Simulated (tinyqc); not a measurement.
Worked calculation (part 2 of 3): UHF in the sto-3g basis, for NH3, spin multiplicity 1. Computed by tinyqc, a small Python program that keeps every step (integrals from PySCF). Command: `OMP_NUM_THREADS=1 python tinyqc.py 25642 25643 out.jsonl` (the two numbers bound the seeds that draw the settings). One thread of a shared host (Intel(R) Xeon(R) Processor @ 2.60GHz), about 0.2 s of CPU time with the checks.

Geometry (angstrom):
```
atom          x          y         z
N      0.000000   0.000000  0.169000
H      0.968000   0.000000  0.000000
H     -0.484000   0.838000  0.000000
H     -0.484000  -0.838000  0.000000
```

## Iteration 1: building the Fock matrix

D(alpha) at the start:
```
            1N 1s      1N 2s     1N 2px     1N 2py     1N 2pz      2H 1s      3H 1s      4H 1s
1N 1s    1.072007  -0.344697   0.000027   0.004628   0.017341   0.049217   0.040576   0.057910
1N 2s   -0.344697   1.634562  -0.000221  -0.020053  -0.109848  -0.225403  -0.188002  -0.263106
1N 2px   0.000027  -0.000221   1.313188   0.000001   0.000043  -0.296066   0.148141   0.148144
1N 2py   0.004628  -0.020053   0.000001   1.323719  -0.098611  -0.000477  -0.276667   0.275711
1N 2pz   0.017341  -0.109848   0.000043  -0.098611   0.979219   0.046669   0.231368  -0.137954
2H 1s    0.049217  -0.225403  -0.296066  -0.000477   0.046669   0.098873  -0.000372  -0.002160
3H 1s    0.040576  -0.188002   0.148141  -0.276667   0.231368  -0.000372   0.137655  -0.038150
4H 1s    0.057910  -0.263106   0.148144   0.275711  -0.137954  -0.002160  -0.038150   0.134074
```

D(beta) at the start:
```
            1N 1s      1N 2s     1N 2px     1N 2py     1N 2pz      2H 1s      3H 1s      4H 1s
1N 1s    1.072007  -0.344697   0.000027  -0.004628   0.017341   0.049217   0.057910   0.040576
1N 2s   -0.344697   1.634562  -0.000221   0.020053  -0.109848  -0.225403  -0.263106  -0.188002
1N 2px   0.000027  -0.000221   1.313188  -0.000001   0.000043  -0.296066   0.148144   0.148141
1N 2py  -0.004628   0.020053  -0.000001   1.323719   0.098611   0.000477  -0.275711   0.276667
1N 2pz   0.017341  -0.109848   0.000043   0.098611   0.979219   0.046669  -0.137954   0.231368
2H 1s    0.049217  -0.225403  -0.296066   0.000477   0.046669   0.098873  -0.002160  -0.000372
3H 1s    0.057910  -0.263106   0.148144  -0.275711  -0.137954  -0.002160   0.134074  -0.038150
4H 1s    0.040576  -0.188002   0.148141   0.276667   0.231368  -0.000372  -0.038150   0.137655
```

core Hamiltonian H = T + V (hartree):
```
             1N 1s      1N 2s     1N 2px     1N 2py     1N 2pz      2H 1s      3H 1s      4H 1s
1N 1s   -25.811078  -5.941153   0.000013   0.000000   0.008674  -1.594003  -1.595004  -1.595004
1N 2s    -5.941153  -7.832428   0.000126   0.000000   0.098068  -3.484223  -3.485642  -3.485642
1N 2px    0.000013   0.000126  -6.547761   0.000000  -0.000025  -2.547106   1.274290   1.274290
1N 2py    0.000000   0.000000   0.000000  -6.547755   0.000000   0.000000  -2.206239   2.206239
1N 2pz    0.008674   0.098068  -0.000025   0.000000  -6.358583   0.472661   0.472915   0.472915
2H 1s    -1.594003  -3.484223  -2.547106   0.000000   0.472661  -4.742366  -1.219497  -1.219497
3H 1s    -1.595004  -3.485642   1.274290  -2.206239   0.472915  -1.219497  -4.743312  -1.220363
4H 1s    -1.595004  -3.485642   1.274290   2.206239   0.472915  -1.219497  -1.220363  -4.743312
```

nuclear repulsion = 12.25810972 hartree

Given earlier and not repeated: Two-electron integrals (ij|kl) in chemists' order.

J_ij = sum D_kl (ij|kl) with D = D(alpha) + D(beta), K_ij = sum D_kl (ik|jl) for each spin; F = H + J - K(s); E = tr D H + tr D J / 2 - 0.5 sum_s tr D(s) K(s) + E_nn.

Coulomb J (hartree):
```
            1N 1s      1N 2s     1N 2px     1N 2py     1N 2pz      2H 1s      3H 1s      4H 1s
1N 1s   16.509925   3.132887  -0.000361   0.000000  -0.002472   0.839703   0.840296   0.840296
1N 2s    3.132887   7.764918  -0.004484   0.000000   0.000631   3.360863   3.367097   3.367097
1N 2px  -0.000361  -0.004484   7.754117   0.000000   0.000481   2.643355  -1.327645  -1.327645
1N 2py   0.000000   0.000000   0.000000   7.756861   0.000000   0.000000   2.296223  -2.296223
1N 2pz  -0.002472   0.000631   0.000481   0.000000   7.763519  -0.461119  -0.462468  -0.462468
2H 1s    0.839703   3.360863   2.643355   0.000000  -0.461119   4.904102   1.144348   1.144348
3H 1s    0.840296   3.367097  -1.327645   2.296223  -0.462468   1.144348   4.925034   1.146473
4H 1s    0.840296   3.367097  -1.327645  -2.296223  -0.462468   1.144348   1.146473   4.925034
```

exchange K(alpha) (hartree):
```
            1N 1s      1N 2s     1N 2px     1N 2py     1N 2pz      2H 1s      3H 1s      4H 1s
1N 1s    4.300661   0.749712   0.000059  -0.000599  -0.000424   0.209964   0.209832   0.210195
1N 2s    0.749712   1.245908  -0.000552  -0.000333  -0.004280   0.475216   0.483842   0.470338
1N 2px   0.000059  -0.000552   1.027325  -0.001981   0.000202   0.276491  -0.140952  -0.139089
1N 2py  -0.000599  -0.000333  -0.001981   1.028719   0.009283  -0.000745   0.243945  -0.242211
1N 2pz  -0.000424  -0.004280   0.000202   0.009283   1.013806  -0.048700  -0.004773  -0.093746
2H 1s    0.209964   0.475216   0.276491  -0.000745  -0.048700   0.280035   0.149626   0.148732
3H 1s    0.209832   0.483842  -0.140952   0.243945  -0.004773   0.149626   0.294109   0.146284
4H 1s    0.210195   0.470338  -0.139089  -0.242211  -0.093746   0.148732   0.146284   0.291997
```

exchange K(beta) (hartree):
```
            1N 1s      1N 2s     1N 2px     1N 2py     1N 2pz      2H 1s      3H 1s      4H 1s
1N 1s    4.300661   0.749712   0.000059   0.000599  -0.000424   0.209964   0.210195   0.209832
1N 2s    0.749712   1.245908  -0.000552   0.000333  -0.004280   0.475216   0.470338   0.483842
1N 2px   0.000059  -0.000552   1.027325   0.001981   0.000202   0.276491  -0.139089  -0.140952
1N 2py   0.000599   0.000333   0.001981   1.028719  -0.009283   0.000745   0.242211  -0.243945
1N 2pz  -0.000424  -0.004280   0.000202  -0.009283   1.013806  -0.048700  -0.093746  -0.004773
2H 1s    0.209964   0.475216   0.276491   0.000745  -0.048700   0.280035   0.148732   0.149626
3H 1s    0.210195   0.470338  -0.139089   0.242211  -0.093746   0.148732   0.291997   0.146284
4H 1s    0.209832   0.483842  -0.140952  -0.243945  -0.004773   0.149626   0.146284   0.294109
```

F(alpha) (hartree):
```
             1N 1s      1N 2s     1N 2px     1N 2py     1N 2pz      2H 1s      3H 1s      4H 1s
1N 1s   -13.601814  -3.557977  -0.000407   0.000599   0.006626  -0.964264  -0.964541  -0.964904
1N 2s    -3.557977  -1.313417  -0.003806   0.000333   0.102980  -0.598575  -0.602386  -0.588883
1N 2px   -0.000407  -0.003806   0.179031   0.001981   0.000254  -0.180242   0.087597   0.085734
1N 2py    0.000599   0.000333   0.001981   0.180386  -0.009283   0.000745  -0.153961   0.152227
1N 2pz    0.006626   0.102980   0.000254  -0.009283   0.391130   0.060242   0.015221   0.104194
2H 1s    -0.964264  -0.598575  -0.180242   0.000745   0.060242  -0.118299  -0.224774  -0.223881
3H 1s    -0.964541  -0.602386   0.087597  -0.153961   0.015221  -0.224774  -0.112387  -0.220174
4H 1s    -0.964904  -0.588883   0.085734   0.152227   0.104194  -0.223881  -0.220174  -0.110276
```

F(beta) (hartree):
```
             1N 1s      1N 2s     1N 2px     1N 2py    1N 2pz      2H 1s      3H 1s      4H 1s
1N 1s   -13.601814  -3.557977  -0.000407  -0.000599  0.006626  -0.964264  -0.964904  -0.964541
1N 2s    -3.557977  -1.313417  -0.003806  -0.000333  0.102980  -0.598575  -0.588883  -0.602386
1N 2px   -0.000407  -0.003806   0.179031  -0.001981  0.000254  -0.180242   0.085734   0.087597
1N 2py   -0.000599  -0.000333  -0.001981   0.180386  0.009283  -0.000745  -0.152227   0.153961
1N 2pz    0.006626   0.102980   0.000254   0.009283  0.391130   0.060242   0.104194   0.015221
2H 1s    -0.964264  -0.598575  -0.180242  -0.000745  0.060242  -0.118299  -0.223881  -0.224774
3H 1s    -0.964904  -0.588883   0.085734  -0.152227  0.104194  -0.223881  -0.110276  -0.220174
4H 1s    -0.964541  -0.602386   0.087597   0.153961  0.015221  -0.224774  -0.220174  -0.112387
```

total energy of this density = -52.84334199 hartree

## Iteration 1: diagonalisation and new density

X:
```
            1N 1s      1N 2s     1N 2px     1N 2py     1N 2pz      2H 1s      3H 1s      4H 1s
1N 1s    1.025361  -0.158293   0.000008   0.000000   0.005377   0.023447   0.023451   0.023451
1N 2s   -0.158293   1.455664  -0.000146   0.000000  -0.064163  -0.345874  -0.346109  -0.346109
1N 2px   0.000008  -0.000146   1.183267   0.000000   0.000025  -0.346039   0.173132   0.173132
1N 2py   0.000000   0.000000   0.000000   1.183287   0.000000   0.000000  -0.299787   0.299787
1N 2pz   0.005377  -0.064163   0.000025   0.000000   1.009485   0.051275   0.051319   0.051319
2H 1s    0.023447  -0.345874  -0.346039   0.000000   0.051275   1.281332  -0.056703  -0.056703
3H 1s    0.023451  -0.346109   0.173132  -0.299787   0.051319  -0.056703   1.281574  -0.056729
4H 1s    0.023451  -0.346109   0.173132   0.299787   0.051319  -0.056703  -0.056729   1.281574
```

Diagonalise F' = X^T F X, C = X C', fill 5 alpha and 5 beta electrons from the bottom; D(s) = C_occ C_occ^T. Each column has its largest component positive (the first on a tie).

F' = X^T F X (alpha) (hartree):
```
            1          2          3          4         5          6          7          8
1  -13.305252  -1.996806   0.000000  -0.000010  0.008187  -0.170496  -0.169651  -0.171983
2   -1.996806  -0.208629  -0.003609   0.005458  0.017548  -0.403449  -0.413478  -0.395331
3    0.000000  -0.003609   0.489005   0.001469  0.000146  -0.438263   0.219422   0.217617
4   -0.000010   0.005458   0.001469   0.489365  0.015542   0.000218  -0.378958   0.376271
5    0.008187   0.017548   0.000146   0.015542  0.406349   0.069778   0.012878   0.126465
6   -0.170496  -0.403449  -0.438263   0.000218  0.069778   0.384737  -0.088333  -0.086380
7   -0.169651  -0.413478   0.219422  -0.378958  0.012878  -0.088333   0.390632  -0.082152
8   -0.171983  -0.395331   0.217617   0.376271  0.126465  -0.086380  -0.082152   0.391177
```

orbital energies (alpha) (hartree): MO1 -13.614290, MO2 -0.502639, MO3 -0.058145, MO4 -0.053306, MO5 0.397929, MO6 0.826030, MO7 1.018615, MO8 1.023189

coefficients C (alpha):
```
              MO1        MO2        MO3        MO4        MO5        MO6        MO7        MO8
1N 1s    0.991146  -0.220008  -0.004571   0.001127  -0.056049  -0.210084   0.004249  -0.003228
1N 2s    0.042922   0.681428   0.019009  -0.003498   0.271482   1.402142  -0.031425   0.009576
1N 2px   0.000042   0.005168  -0.173792   0.500648   0.001230   0.027097   1.110032  -0.256958
1N 2py  -0.000068  -0.001334   0.490283   0.167437  -0.178663   0.027223   0.255778   1.101550
1N 2pz  -0.002700  -0.090251   0.094118   0.034365   0.956030  -0.293797   0.030836   0.107938
2H 1s   -0.009018   0.197167  -0.174393   0.504407  -0.069086  -0.753975  -0.969102   0.233639
3H 1s   -0.008973   0.191223   0.526285  -0.100383  -0.017467  -0.735713   0.315193  -0.962841
4H 1s   -0.009031   0.187464  -0.356469  -0.406584  -0.115973  -0.706420   0.708911   0.740978
```

F' = X^T F X (beta) (hartree):
```
            1          2          3          4          5          6          7          8
1  -13.305252  -1.996806   0.000000   0.000010   0.008187  -0.170496  -0.171983  -0.169651
2   -1.996806  -0.208629  -0.003609  -0.005458   0.017548  -0.403449  -0.395331  -0.413478
3    0.000000  -0.003609   0.489005  -0.001469   0.000146  -0.438263   0.217617   0.219422
4    0.000010  -0.005458  -0.001469   0.489365  -0.015542  -0.000218  -0.376271   0.378958
5    0.008187   0.017548   0.000146  -0.015542   0.406349   0.069778   0.126465   0.012878
6   -0.170496  -0.403449  -0.438263  -0.000218   0.069778   0.384737  -0.086380  -0.088333
7   -0.171983  -0.395331   0.217617  -0.376271   0.126465  -0.086380   0.391177  -0.082152
8   -0.169651  -0.413478   0.219422   0.378958   0.012878  -0.088333  -0.082152   0.390632
```

orbital energies (beta) (hartree): MO1 -13.614290, MO2 -0.502639, MO3 -0.058145, MO4 -0.053306, MO5 0.397929, MO6 0.826030, MO7 1.018615, MO8 1.023189

coefficients C (beta):
```
              MO1        MO2        MO3        MO4        MO5        MO6        MO7        MO8
1N 1s    0.991146  -0.220008  -0.004571   0.001127  -0.056049  -0.210084   0.004249   0.003228
1N 2s    0.042922   0.681428   0.019009  -0.003498   0.271482   1.402142  -0.031425  -0.009576
1N 2px   0.000042   0.005168  -0.173792   0.500648   0.001230   0.027097   1.110032   0.256958
1N 2py   0.000068   0.001334  -0.490283  -0.167437   0.178663  -0.027223  -0.255778   1.101550
1N 2pz  -0.002700  -0.090251   0.094118   0.034365   0.956030  -0.293797   0.030836  -0.107938
2H 1s   -0.009018   0.197167  -0.174393   0.504407  -0.069086  -0.753975  -0.969102  -0.233639
3H 1s   -0.009031   0.187464  -0.356469  -0.406584  -0.115973  -0.706420   0.708911  -0.740978
4H 1s   -0.008973   0.191223   0.526285  -0.100383  -0.017467  -0.735713   0.315193   0.962841
```

D(alpha) after iteration 1:
```
            1N 1s      1N 2s     1N 2px     1N 2py     1N 2pz      2H 1s      3H 1s      4H 1s
1N 1s    1.033937  -0.122685   0.000194   0.008188  -0.036797  -0.047079  -0.052504  -0.042523
1N 2s   -0.122685   0.540262  -0.001198  -0.040681   0.199599   0.110133   0.135533   0.090517
1N 2px   0.000194  -0.001198   0.280880  -0.001607   0.001557   0.283772  -0.140754  -0.140778
1N 2py   0.008188  -0.040681  -0.001607   0.300335  -0.118788   0.011035   0.244087  -0.222377
1N 2pz  -0.036797   0.199599   0.001557  -0.118788   0.932184  -0.082898   0.012150  -0.175290
2H 1s   -0.047079   0.110133   0.283772   0.011035  -0.082898   0.328568  -0.103424  -0.097863
3H 1s   -0.052504   0.135533  -0.140754   0.244087   0.012150  -0.103424   0.324004  -0.108836
4H 1s   -0.042523   0.090517  -0.140778  -0.222377  -0.175290  -0.097863  -0.108836   0.341055
```

D(beta) after iteration 1:
```
            1N 1s      1N 2s     1N 2px     1N 2py     1N 2pz      2H 1s      3H 1s      4H 1s
1N 1s    1.033937  -0.122685   0.000194  -0.008188  -0.036797  -0.047079  -0.042523  -0.052504
1N 2s   -0.122685   0.540262  -0.001198   0.040681   0.199599   0.110133   0.090517   0.135533
1N 2px   0.000194  -0.001198   0.280880   0.001607   0.001557   0.283772  -0.140778  -0.140754
1N 2py  -0.008188   0.040681   0.001607   0.300335   0.118788  -0.011035   0.222377  -0.244087
1N 2pz  -0.036797   0.199599   0.001557   0.118788   0.932184  -0.082898  -0.175290   0.012150
2H 1s   -0.047079   0.110133   0.283772  -0.011035  -0.082898   0.328568  -0.097863  -0.103424
3H 1s   -0.042523   0.090517  -0.140778   0.222377  -0.175290  -0.097863   0.341055  -0.108836
4H 1s   -0.052504   0.135533  -0.140754  -0.244087   0.012150  -0.103424  -0.108836   0.324004
```

## Iteration 2: building the Fock matrix

As before.

Coulomb J (hartree):
```
            1N 1s      1N 2s     1N 2px     1N 2py     1N 2pz      2H 1s      3H 1s      4H 1s
1N 1s   14.600882   2.721904   0.000037   0.000000   0.005023   0.730081   0.730546   0.730546
1N 2s    2.721904   6.911502   0.000458   0.000000  -0.009635   3.091930   3.092974   3.092974
1N 2px   0.000037   0.000458   6.910388   0.000000   0.000160   2.493957  -1.247303  -1.247303
1N 2py   0.000000   0.000000   0.000000   6.911834   0.000000   0.000000   2.160163  -2.160163
1N 2pz   0.005023  -0.009635   0.000160   0.000000   6.891441  -0.440518  -0.440777  -0.440777
2H 1s    0.730081   3.091930   2.493957   0.000000  -0.440518   4.838978   1.070988   1.070988
3H 1s    0.730546   3.092974  -1.247303   2.160163  -0.440777   1.070988   4.839239   1.071644
4H 1s    0.730546   3.092974  -1.247303  -2.160163  -0.440777   1.070988   1.071644   4.839239
```

exchange K(alpha) (hartree):
```
            1N 1s      1N 2s     1N 2px     1N 2py     1N 2pz      2H 1s      3H 1s      4H 1s
1N 1s    4.224047   0.706711   0.000085  -0.000193  -0.001652   0.194847   0.194873   0.194973
1N 2s    0.706711   1.059205  -0.000080  -0.013586   0.032627   0.545479   0.545459   0.545861
1N 2px   0.000085  -0.000080   0.755002  -0.001698   0.000646   0.426167  -0.212884  -0.212668
1N 2py  -0.000193  -0.013586  -0.001698   0.760402  -0.045971  -0.001019   0.367838  -0.369578
1N 2pz  -0.001652   0.032627   0.000646  -0.045971   0.925417  -0.077037  -0.069536  -0.084502
2H 1s    0.194847   0.545479   0.426167  -0.001019  -0.077037   0.681999   0.182346   0.182422
3H 1s    0.194873   0.545459  -0.212884   0.367838  -0.069536   0.182346   0.679571   0.182332
4H 1s    0.194973   0.545861  -0.212668  -0.369578  -0.084502   0.182422   0.182332   0.682841
```

exchange K(beta) (hartree):
```
            1N 1s      1N 2s     1N 2px     1N 2py     1N 2pz      2H 1s      3H 1s      4H 1s
1N 1s    4.224047   0.706711   0.000085   0.000193  -0.001652   0.194847   0.194973   0.194873
1N 2s    0.706711   1.059205  -0.000080   0.013586   0.032627   0.545479   0.545861   0.545459
1N 2px   0.000085  -0.000080   0.755002   0.001698   0.000646   0.426167  -0.212668  -0.212884
1N 2py   0.000193   0.013586   0.001698   0.760402   0.045971   0.001019   0.369578  -0.367838
1N 2pz  -0.001652   0.032627   0.000646   0.045971   0.925417  -0.077037  -0.084502  -0.069536
2H 1s    0.194847   0.545479   0.426167   0.001019  -0.077037   0.681999   0.182422   0.182346
3H 1s    0.194973   0.545861  -0.212668   0.369578  -0.084502   0.182422   0.682841   0.182332
4H 1s    0.194873   0.545459  -0.212884  -0.367838  -0.069536   0.182346   0.182332   0.679571
```

F(alpha) (hartree):
```
             1N 1s      1N 2s     1N 2px     1N 2py     1N 2pz      2H 1s      3H 1s      4H 1s
1N 1s   -15.434243  -3.925960  -0.000035   0.000193   0.015349  -1.058769  -1.059331  -1.059431
1N 2s    -3.925960  -1.980131   0.000664   0.013586   0.055806  -0.937772  -0.938127  -0.938529
1N 2px   -0.000035   0.000664  -0.392375   0.001698  -0.000511  -0.479317   0.239871   0.239655
1N 2py    0.000193   0.013586   0.001698  -0.396323   0.045971   0.001019  -0.413914   0.415654
1N 2pz    0.015349   0.055806  -0.000511   0.045971  -0.392559   0.109181   0.101674   0.116641
2H 1s    -1.058769  -0.937772  -0.479317   0.001019   0.109181  -0.585387  -0.330856  -0.330931
3H 1s    -1.059331  -0.938127   0.239871  -0.413914   0.101674  -0.330856  -0.583644  -0.331051
4H 1s    -1.059431  -0.938529   0.239655   0.415654   0.116641  -0.330931  -0.331051  -0.586915
```

F(beta) (hartree):
```
             1N 1s      1N 2s     1N 2px     1N 2py     1N 2pz      2H 1s      3H 1s      4H 1s
1N 1s   -15.434243  -3.925960  -0.000035  -0.000193   0.015349  -1.058769  -1.059431  -1.059331
1N 2s    -3.925960  -1.980131   0.000664  -0.013586   0.055806  -0.937772  -0.938529  -0.938127
1N 2px   -0.000035   0.000664  -0.392375  -0.001698  -0.000511  -0.479317   0.239655   0.239871
1N 2py   -0.000193  -0.013586  -0.001698  -0.396323  -0.045971  -0.001019  -0.415654   0.413914
1N 2pz    0.015349   0.055806  -0.000511  -0.045971  -0.392559   0.109181   0.116641   0.101674
2H 1s    -1.058769  -0.937772  -0.479317  -0.001019   0.109181  -0.585387  -0.330931  -0.330856
3H 1s    -1.059431  -0.938529   0.239655  -0.415654   0.116641  -0.330931  -0.586915  -0.331051
4H 1s    -1.059331  -0.938127   0.239871   0.413914   0.101674  -0.330856  -0.331051  -0.583644
```

total energy of this density = -55.40465865 hartree
